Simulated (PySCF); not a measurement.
**Mayer bond orders and bond lengths**

Compound: Al(CO)H3, CH3AlO.
Geometry (PBE0-D3(BJ)/def2-SVP, Å), atoms numbered from 1 in this order:
```xyz
6
CH3AlO angstrom
Al    -0.1366   -0.2294   -0.7890
C      0.2143    0.3694    1.2513
O      0.4014    0.6736    2.3169
H      1.3930   -0.5756   -1.0985
H     -0.7295    1.1770   -1.2629
H     -1.1427   -1.4150   -0.4178
```

Bond orders from the PBE0/pcSseg-1 (pcSseg-2 on Al) density (PySCF). Geometry: PBE0-D3(BJ)/def2-SVP; no solvent, vibrations or thermal averaging.

Problem. Give the Mayer order of every bond, beside its length.

Solution. 
| bond | length (Å) | Mayer order |
| --- | --- | --- |
| Al1–C2 | 2.155 | 0.418 |
| Al1–H4 | 1.598 | 0.885 |
| Al1–H5 | 1.598 | 0.887 |
| Al1–H6 | 1.599 | 0.885 |
| C2–O3 | 1.124 | 2.435 |

Problem. Sum the orders of all bonds at each heavy atom with more than one neighbour.

Solution. Al1 3.075, C2 2.853. Orders between atoms that aren't bonded are not in these sums.

Mayer orders depend on the basis set.
